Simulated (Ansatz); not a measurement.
Worked example: correlation energy of PH2, doublet

Geometry: that of the PH2⁻, singlet, kept fixed.

```json
{"atom": "P", "x (Å)": "0.0000", "y (Å)": "-0.0612", "z (Å)": "0.0000"}
{"atom": "H", "x (Å)": "0.0000", "y (Å)": "0.9398", "z (Å)": "-1.0301"}
{"atom": "H", "x (Å)": "0.0000", "y (Å)": "0.9398", "z (Å)": "1.0301"}
```

Basis aug-cc-pVDZ; Ansatz 0.2.0. Only valence electrons are correlated (noble-gas cores frozen), which leaves 7 electrons in 40 orbitals. Prefix R: restricted or restricted open-shell reference.

Full CI isn't at hand for all of this; RCCSDTQ serves as the reference, and is uncertain by about the last step of the cluster series.

Runs differ by some tens of microhartree through their thresholds and, for an open shell, their frozen cores, so steps under 0.03 kcal/mol mean nothing.

| level | total energy (hartree) |
| --- | --- |
| RHF | -341.869180 |
| RMP2 | -341.988055 |
| RCCSD | -342.014343 |
| RCCSD(T) | -342.018186 |
| RCCSDT | -342.018928 |
| RCCSDT(Q) | -342.019086 |
| RCCSDTQ | -342.019111 |

What is the correlation energy at RCCSDTQ, and what share of it do RMP2 and RCCSD recover?

E(corr) = -342.019111 − (-341.869180) = -0.149931 hartree = -4.080 eV. RMP2: -0.118875 / -0.149931 = 79.29 %. RCCSD: -0.145163 / -0.149931 = 96.82 %.

By how many kcal/mol does RCCSD(T) miss RCCSDTQ (1 hartree = 627.509 kcal/mol), and which steps make up the rest?

-342.018186 − (-342.019111) = 0.000925 hartree = 0.58 kcal/mol. Steps: RCCSDT − RCCSD(T) = -0.47, RCCSDT(Q) − RCCSDT = -0.10, RCCSDTQ − RCCSDT(Q) = -0.02 kcal/mol. That is within 1 kcal/mol of the reference in this basis, which itself misses far more of the correlation at the basis-set limit.
